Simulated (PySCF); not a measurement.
CF4.

```xyz
5

F      0.7638    -0.7638     0.7638
C      0.0000     0.0000     0.0000
F     -0.7638    -0.7638    -0.7638
F     -0.7638     0.7638     0.7638
F      0.7638     0.7638    -0.7638
```

Geometry optimised at B3LYP-D3(BJ)/def2-SVP.

Computed with PySCF with HF/pcSseg-2. Non-relativistic, no solvent.

Task: Give the absolute GIAO shielding of each atom: isotropic value and principal components (ppm). (The exact figures need the calculation; the answer reports its results.)

Result: 
```csv
atom,σ(iso),σ11,σ22,σ33,span
F1,278.8,225.0,225.0,386.4,161.4
C2,77.5,77.5,77.5,77.5,0.0
F3,278.8,225.0,225.0,386.4,161.4
F4,278.8,225.0,225.0,386.4,161.4
F5,278.8,225.0,225.0,386.4,161.4
```
